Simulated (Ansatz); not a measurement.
# H6Si2: composite energy at a relaxed geometry from a Python script

A script is to give a composite energy at a relaxed geometry; the system is H6Si2.

Program: the Python package of Ansatz 0.2.0. The levels of theory stand in the script. These are calculated values, not measurements.

## Step 1: The structure

Bond lengths: Si1–Si2 2.258 Å, Si1–H3 1.456 Å, Si1–H4 1.449 Å, Si1–H5 1.540 Å, Si2–H6 1.502 Å, Si2–H7 1.502 Å, Si2–H8 1.446 Å. Angles: Si1–Si2–H6 110.5°, Si1–Si2–H7 109.8°, Si1–Si2–H8 112.4°, H6–Si2–H7 107.4°, H6–Si2–H8 107.5°, H7–Si2–H8 109.0°, Si2–Si1–H3 115.1°, Si2–Si1–H4 112.9°, Si2–Si1–H5 111.1°, H3–Si1–H4 105.9°, H3–Si1–H5 104.9°, H4–Si1–H5 106.2°.

No structure file is read: the coordinates are typed or built in the script.

## Step 2: Script

Contents of h6si2.py:

```python
# -*- coding: utf-8 -*-
import itertools

import ansatz as az
from ase.data import atomic_numbers, covalent_radii
import numpy as np

geometry_ang = [
    ("Si", (-0.3054, 0.445, -0.9708)),
    ("Si", (0.3349, -0.5051, 0.9748)),
    ("H", (0.7807, 0.9443, -1.8016)),
    ("H", (-1.0691, -0.4536, -1.8123)),
    ("H", (-1.2073, 1.6681, -0.719)),
    ("H", (1.1277, 0.4678, 1.8005)),
    ("H", (1.2208, -1.6855, 0.6984)),
    ("H", (-0.7902, -0.938, 1.7742)),
]
molecule = az.Crystal.molecule()
for symbol, xyz in geometry_ang:
    molecule = molecule.atom(symbol, xyz)

base = (
    molecule.calculation()
    .basis(gaussian="def2-SVP")
    .functional("B3LYP")
)
symbols = [site.symbol for site in molecule.cartesian_sites]
start = np.array([site.position_ang for site in molecule.cartesian_sites], dtype=float)
report = base.relax(force_tolerance=0.01).run(threads=1).report
end = np.array(report["positions_ang"])
radius = [covalent_radii[atomic_numbers[s]] for s in symbols]
span = lambda where, i, j: np.linalg.norm(where[i] - where[j])
bonded = [(i, j) for i, j in itertools.combinations(range(len(symbols)), 2) if min(span(start, i, j), span(end, i, j)) < 1.2 * (radius[i] + radius[j])]
print("pair        before    after (A)")
for i, j in bonded:
    print(f"{symbols[i]}{i}-{symbols[j]}{j}".ljust(10), f"{span(start, i, j):8.4f} {span(end, i, j):8.4f}")

minimum = az.Crystal.molecule()
for symbol, place in zip(symbols, end):
    minimum = minimum.atom(symbol, place.tolist())
at_minimum = minimum.calculation()
level = lambda method, basis: at_minimum.basis(gaussian=basis).correlation(method).run(threads=1).report
small, large, cluster = level("mp2", "cc-pVDZ"), level("mp2", "cc-pVTZ"), level("ccsd_t", "cc-pVDZ")
corr = lambda each: (each["free_energy_ev"] - each["reference_energy_ev"]) / 27.211386246
mp2_limit = (27 * corr(large) - 8 * corr(small)) / 19
pieces = {"HF / cc-pVTZ": large["reference_energy_ev"] / 27.211386246, "MP2 correlation, DZ-TZ limit": mp2_limit, "CCSD(T) - MP2 / cc-pVDZ": corr(cluster) - corr(small)}
for name, value in pieces.items():
    print(f"{name:32s} {value:14.6f} Ha")
print(f"{'sum':32s} {sum(pieces.values()):14.6f} Ha")
print("T1 diagnostic", round(cluster["correlation"]["coupled_cluster"]["t1_diagnostic"], 4))
```

## Step 3: What the engine is handed

The engine receives this input (first run):

```yaml
crystal:
  periodic: [false, false, false]
  atoms:
    - { symbol: Si, position_ang: [-0.3054, 0.445, -0.9708] }
    - { symbol: Si, position_ang: [0.3349, -0.5051, 0.9748] }
    - { symbol: H, position_ang: [0.7807, 0.9443, -1.8016] }
    - { symbol: H, position_ang: [-1.0691, -0.4536, -1.8123] }
    - { symbol: H, position_ang: [-1.2073, 1.6681, -0.719] }
    - { symbol: H, position_ang: [1.1277, 0.4678, 1.8005] }
    - { symbol: H, position_ang: [1.2208, -1.6855, 0.6984] }
    - { symbol: H, position_ang: [-0.7902, -0.938, 1.7742] }
basis:
  gaussian:
    orbitals: def2-SVP
hamiltonian:
  xc: b3lyp
relax:
  f_tol: 0.01
```

## Step 4: The run

Launch:

```sh
python h6si2.py
```

Without the output at hand: what should come out? Wanted: T1 diagnostic; composite energy.

**Answer**, as computed:

| quantity | value |
| --- | --- |
| T1 diagnostic | 0.012 |
| composite energy | -581.713995 Ha |
| runs compared | 3 |

**Reading.** All 3 runs converged, in 10 to 15 cycles. A T1 diagnostic under about 0.02 supports a single-reference treatment, as here. Run 0: After 3 moves the largest shift is 0.075 Å, of atom 1 (Si). What to keep in mind:
- The sum leaves out core correlation, relativity, the Hartree-Fock basis error and zero-point energy; a DZ-TZ extrapolation is rough.
- b3lyp holds the VWN-RPA fit, as in Gaussian; the form of ORCA and Turbomole is b3lyp5.
- Inner cores stay frozen, so this is valence correlation.
- For Al to Cl the sets with a tight d function, cc-pV(X+d)Z, are usual.
